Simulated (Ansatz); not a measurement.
This geometry of CH3OS (6 atoms, charge 1, multiplicity 1) is a first-order saddle point.

Computed with Ansatz, RKS BHLYP-D4/def2-SVP.

```xyz
6
Properties=species:S:1:pos:R:3
O -1.046 -0.528 -0.120
C 0.088 -0.047 -0.290
S 1.353 -0.347 0.876
H -1.696 -0.358 -0.826
H 0.288 0.517 -1.211
H 1.014 0.762 1.571
```

Q: Which two structures does it join? (They come from a converged band through this point; their orientation in space is the band's.)

A: No bond is made or broken. The dihedral O1–C2–S3–H6 goes from -180 to 0°.

First end point:

```xyz
6
Properties=species:S:1:pos:R:3
O -0.775 -0.959 -0.528
C -0.072 -0.003 -0.094
S 0.865 -0.241 1.264
H -1.299 -0.766 -1.318
H -0.085 0.962 -0.606
H 1.367 1.007 1.283
```

Last end point:

```xyz
6
Properties=species:S:1:pos:R:3
O -0.561 -0.816 -0.319
C -0.042 0.334 -0.227
S 1.031 0.754 0.970
H -1.171 -0.938 -1.060
H -0.291 1.111 -0.955
H 1.034 -0.445 1.591
```

Q: How far does it lie above each of them?

A: 95.4 kJ/mol above the first and 101.1 kJ/mol above the second. This is the barrier of this one path; another mechanism may lie lower. Limits of this set-up: the dipole of an ion depends on the origin.

Run time: 47 s on 1 thread of Arm Neoverse V2, with other jobs on the host, peak memory 0.11 GiB.
